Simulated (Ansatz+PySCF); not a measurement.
A calculation with PySCF 2.14.0.

```python
from pyscf import gto, scf, cc

mol = gto.M(atom="""
Li 0.000000 0.000000 0.000000
N 1.012280 1.349710 2.922200
""", basis='sto-3g', charge=0, spin=0)
mf = scf.RHF(mol)
mf.kernel()
mycc = cc.CCSD(mf, frozen=1).run()
et = mycc.ccsd_t()
print(mf.e_tot, mycc.e_corr, et, mycc.e_tot + et)
```

The script is written out from the run's settings.

Output:

| Item | Value |
| --- | --- |
| Converged | yes |
| Reference energy | -60.75756 hartree |
| CCSD correlation energy | -0.16079 hartree |
| Triples correction | -0.00108 hartree |
| Total energy | -60.91943 hartree |
| Spin squared of the determinant | 0.000 |

Caution: large amplitudes, a single reference is doubtful; another spin multiplicity may lie lower.
